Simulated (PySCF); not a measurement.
## Al2 from Hartree–Fock to correlated methods

State: ³Πu (triplet), unpaired electrons σ ↑, π ↑. Set-up: Al 3-21G; no relativity (PySCF 2.14). De refers to Al + Al in their high-spin ground configurations, without counterpoise correction. The functionals are run spin-unrestricted.

| Level | Re (Å) | ωe (cm⁻¹) | De (eV) | CPU s a point (SCF and correlation, without the integrals) |
| --- | --- | --- | --- | --- |
| UHF | 2.834 | 241 | 0.66 | 0.017 |
| UHF-MP2 | 2.812 | 245 | 0.96 | 0.023 |
| UHF-SCS-MP2 | 2.800 | 252 | 0.86 | n/a |
| UHF-CCSD | 2.838 | 229 | 1.00 | n/a |
| UHF-CCSD(T) | 2.839 | 229 | 1.04 | 0.11 |
| PBE | 2.806 | 240 | 1.61 | 0.17 |
| PW91 | 2.803 | 241 | 1.62 | 0.14 |
| r²SCAN | 2.789 | 250 | 1.61 | 0.24 |
| TPSSh | 2.795 | 246 | 1.42 | 0.28 |
| PBE0 | 2.784 | 252 | 1.47 | 0.26 |
| B97-3 | 2.788 | 250 | 1.38 | 0.14 |

The bond length runs from 2.784 Å (PBE0) to 2.839 Å (UHF-CCSD(T)). De spans 0.66 eV (UHF, mean field) to 1.62 eV (PW91, GGA). Correlation at CCSD(T) changes the Hartree–Fock bond energy by +0.38 eV; the triples alone change it by +0.04 eV.

Correlated steps freeze 10 core orbitals. 3-21G is very small, so such numbers show the basis as much as the molecule. The state is the lowest determinant that a PBE0 search found; another state may lie lower at other levels.

The whole job (state search and all levels along the bond) took about 0.41 min on 1 thread of Intel Xeon 6975P-C (shared host), peak memory 0.34 GiB.
